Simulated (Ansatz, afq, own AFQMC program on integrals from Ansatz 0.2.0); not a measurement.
**Where AFQMC and coupled cluster stand for CH4GeN, doublet**

```yaml
atoms:
  - { symbol: Ge, position_ang: [-0.9176, 0.0000, 0.0000] }
  - { symbol: H, position_ang: [-1.4290, 1.4466, 0.0000] }
  - { symbol: H, position_ang: [-1.4290, -0.7233, 1.2528] }
  - { symbol: H, position_ang: [-1.4290, -0.7233, -1.2528] }
  - { symbol: H, position_ang: [0.6168, 0.0000, 0.0000] }
  - { symbol: N, position_ang: [3.2395, 0.0000, 0.0000] }
  - { symbol: C, position_ang: [2.0794, 0.0000, 0.0000] }
```

Basis cc-pVDZ. Only valence electrons are correlated. AFQMC by an in-house program on the Cholesky factors that Ansatz 0.2.0 writes for its CCSD(T) run. ph-AFQMC/CISD is guided by a CISD state made of CCSD amplitudes; releasing the constraint for a short imaginary time cuts its bias at the price of noise, slowly where states lie close. Uncertainties: one standard error, sampling alone. No spin–orbit coupling.

Determinant: ROHF, the one that the program's search chose, which needn't be the lowest solution. The geometry is a point of a scan.

No full CI on the walks' own integrals is used here; CCSDT(Q) serves as the reference and is uncertain by about the last step of the cluster series.

Cautions: no relativity below Rb; no spin-orbit coupling; inner d shell frozen; higher spins were not checked; a spin-contaminated unrestricted determinant lies lower (UHF 392 meV lower, ⟨S²⟩ 1.03).

```
T1 diagnostic                               : 0.0234
weight of the determinant in the CISD state : 0.815
size of the correlated space                : 17 electrons in 59 orbitals
```

```csv
level,correlation energy (eV)
MP2,-10.8309
CCSD,-11.7326
CCSD(T),-12.1869
```

**Question.** Estimate where AFQMC with the constraint released lies against CCSD(T) on the same integrals.

**Answer.** 69.4 ± 6.3 meV below CCSD(T).

Reference: CCSDT(Q), correlation energy -12.258 eV. The released energy is read at 1.50 1/Eh (meV from the phaseless value at times in 1/Eh: -11 ± 7 at 0.24, -18 ± 6 at 0.51, -31 ± 9 at 0.99, -33 ± 6 at 1.50).

| level | E − E(reference) (meV) | share of correlation (%) |
| --- | --- | --- |
| CCSD(T) | 71.1 | 99.42 |
| CCSDT | 46.7 | 99.62 |
| ph-AFQMC/CISD | 34.6 ± 6.4 | 99.72 |
| released AFQMC | 1.7 ± 6.3 | 99.99 |

A walk keeps the symmetry of its determinant, which the program's search chose and which needn't be the lowest solution, so a lower state of the same spin and another symmetry isn't excluded. Released energies are given only where the last usable release times agree within the noise; a slower fall can still hide under it.
